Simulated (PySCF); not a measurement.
C₄H₂FN.
InChI=1S/C4H2FN/c5-4-1-3(4)2-6/h1,3H/t3-/m0/s1

Method: MP2 and CCSD/aug-cc-pVDZ in PySCF, restricted Hartree–Fock reference, frozen core, non-relativistic, gas phase, PBE0-D3(BJ)/def2-SVP geometry.

E(HF) = -306.43287 Eh.

How large is the problem?

156 basis functions and 42 electrons; 6 orbitals frozen, which leaves o = 15 correlated occupied and v = 135 virtual orbitals. That is o·v = 2025 singles and o·v(o·v + 1)/2 = 2051325 distinct closed-shell doubles amplitudes before symmetry; the costliest CCSD step grows as o²v⁴ = 7.5 × 10^10.

What are the MP2 and CCSD correlation energies?

MP2 -0.8837 Eh and CCSD -0.9038 Eh, which gives totals of -307.31662 and -307.33672 Eh. That is 0.820 eV for each correlated electron at CCSD (2373 kJ/mol in all, 0.294 % of the total energy); MP2 gives 97.8 % of the CCSD value.

What is the T1 diagnostic?

0.0134, below the customary warning level of 0.02. It is the norm of the spatial-orbital singles amplitudes over the root of the number of correlated electrons, so the norm is 0.073.

How does correlation change the dipole moment?

HF gives 4.34 D and CCSD (unrelaxed density) 3.94 D, a change of -0.40 D.

No triples correction and no basis-set extrapolation were made.
